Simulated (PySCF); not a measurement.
**SMILES c1ppc[p-]1, [C₂H₂P₃]-, charge -1**

Cartesian coordinates in Å; atom numbers follow the order of the lines, from 1:
```xyz
7

C     1.203    0.591   -0.057
P     0.345    0.947   -1.531
P    -1.430   -0.143   -1.121
C    -0.990   -0.754    0.450
P     0.538   -0.403    1.208
H     2.209    1.013    0.079
H    -1.709   -1.389    0.986
```

Total charge -1.

Theory: GIAO CAM-B3LYP/Sadlej pVTZ magnetisability, rotational g tensor and spin-rotation constants, non-relativistic, gas phase in PySCF 2.14.0. Geometry: PBE0-D3(BJ)/def2-SVP.

For an ion the centre-of-mass motion in the field is neglected.

Give the nuclear spin-rotation constants along the inertial axes (H = +C I·J) beside the isotropic shieldings.

Rotational constants 4.1387, 2.7589, 1.6554 GHz. A star marks the isotopologue with that one atom substituted, in its own axes.
```tsv
atom	isotope	Caa (kHz)	Cbb (kHz)	Ccc (kHz)	mean (kHz)	σ (ppm)
P2	31P	12.509	7.005	2.339	7.284	21.3
P3	31P	12.504	7.003	2.338	7.282	21.6
P5	31P	9.817	7.589	2.454	6.620	71.1
H6	1H	-0.240	0.400	-0.140	0.007	21.9
H7	1H	-0.240	0.401	-0.140	0.007	21.9
C1	13C*	1.641	1.733	0.223	1.199	10.7
```
For the geometry as given, no vibrational averaging.
